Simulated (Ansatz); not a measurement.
For Cu3AsS4 (Pmn2₁, No. 31), LDA (Ansatz, a program for electronic structure, plane waves, PAW) gives:

| Item | Value |
|---|---|
| volume per atom | 17.15 Å³/atom |
| formation enthalpy | -0.264 eV/atom |

### Question
What does PBEsol (PAW; Ansatz) give for the same quantities?

### Answer

- equilibrium volume per atom: 17.70 Å³/atom (grows by 3.2 %)
- formation enthalpy: -0.237 eV/atom (moves by +0.027 eV/atom)

For comparison: equilibrium volume per atom 18.27 Å³/atom (measured, temperature not stated, copied from a table, unchecked, not corrected to a static lattice; as tabulated in Zeitschrift fur Kristallographie 219, 20 (2004)).

Changes are worked out from the printed values.

Unless a cell is named, each level is at its own relaxed cell (LDA 17.15, PBEsol 17.70 Å³/atom).

Ansatz's density-functional and Hartree–Fock values are scalar-relativistic unless marked +SOC, with PAW data made under PBE.
